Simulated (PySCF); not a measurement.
System: CH$_{2}$F$_{2}$ (charge +1, doublet). SMILES of the parent species: FCF
Structure (B3LYP-D3(BJ)/def2-TZVP (Ansatz) minimum search):
```
C
F 1 1.2809
F 1 1.2809 2 116.11
H 1 1.1705 2 112.06 3 130.54
H 1 1.1705 4 89.55 3 113.71
```
Charge +1, spin multiplicity 2.

Dispersion corrections to the total energy (kcal/mol) from the dftd3 and dftd4 libraries through PySCF: D3(BJ) without and D4 with the three-body term, each with the damping fitted for the functional named.

```json
[
 {"functional": "B2PLYP", "D3(BJ)": "-0.63", "D4": "-0.44"},
 {"functional": "BHLYP", "D3(BJ)": "-1.10", "D4": "-0.64"},
 {"functional": "BLYP", "D3(BJ)": "-1.86", "D4": "-1.52"},
 {"functional": "LC-wPBE", "D3(BJ)": "-0.73", "D4": "…"},
 {"functional": "B2GP-PLYP", "D3(BJ)": "…", "D4": "-0.25"},
 {"functional": "HSE06", "D3(BJ)": "-0.47", "D4": "-0.47"},
 {"functional": "TPSSh", "D3(BJ)": "…", "D4": "-0.78"}
]
```

Q: Some entries are withheld; supply them.

A: 
- LC-wPBE, D4: -0.70
- B2GP-PLYP, D3(BJ): -0.42
- TPSSh, D3(BJ): -0.95
